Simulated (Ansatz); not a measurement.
Species, as SMILES: P#P (P2).
Atoms: P1, P2. Bonds: P1-P2.

How fast the optimised P1-P2 bond length converges with the basis for several methods (Ansatz, a program for electronic structure): deviation from each method's own reference, in Å. References: B3LYP 1.8875 Å, the value in pcseg-4; CCSD(T) 1.9017 Å, the value in def2-QZVPP; HF 1.8504 Å, the value in pcseg-4; MP2 1.9137 Å, the value in aug-cc-pV(Q+d)Z; PBE 1.9036 Å, the value in pcseg-4. Cartesian d functions, on some or all atoms, in 6-31G*; all else is spherical. In correlated methods cores are frozen. A restricted Hartree-Fock determinant is unstable towards unrestricted orbitals. No added dispersion term, no relativity. The reference of a correlated method is not its basis-set limit, which lies further on.

```json
[
 {"basis": "def2-SVP", "functions": "36", "B3LYP": "0.0113", "CCSD(T)": "0.0173", "HF": "0.0063", "MP2": "0.0158", "PBE": "0.0119"},
 {"basis": "6-31G*", "functions": "38", "B3LYP": "0.0169", "CCSD(T)": "0.0194", "HF": "0.0091", "MP2": "0.0209", "PBE": "0.0162"},
 {"basis": "cc-pV(D+d)Z", "functions": "46", "B3LYP": "0.0096", "CCSD(T)": "0.0230", "HF": "0.0063", "MP2": "0.0203", "PBE": "0.0092"},
 {"basis": "aug-cc-pV(D+d)Z", "functions": "64", "B3LYP": "0.0108", "CCSD(T)": "0.0269", "HF": "0.0095", "MP2": "0.0244", "PBE": "0.0100"},
 {"basis": "pcseg-2", "functions": "68", "B3LYP": "0.0035", "CCSD(T)": "0.0012", "HF": "0.0009", "MP2": "-0.0005", "PBE": "0.0032"},
 {"basis": "6-311++G(3df,3pd)", "functions": "94", "B3LYP": "0.0005", "CCSD(T)": "0.0054", "HF": "-0.0003", "MP2": "0.0027", "PBE": "0.0002"},
 {"basis": "aug-cc-pV(T+d)Z", "functions": "110", "B3LYP": "0.0010", "CCSD(T)": "0.0084", "HF": "0.0013", "MP2": "0.0066", "PBE": "0.0007"},
 {"basis": "cc-pCVTZ", "functions": "118", "B3LYP": "0.0029", "CCSD(T)": "0.0078", "HF": "0.0015", "MP2": "0.0057", "PBE": "0.0030"}
]
```

Mean absolute deviation over pcseg-2, 6-311++G(3df,3pd), aug-cc-pV(T+d)Z, cc-pCVTZ: HF 0.0010, PBE 0.0018, B3LYP 0.0020, MP2 0.0039, CCSD(T) 0.0057 Å.
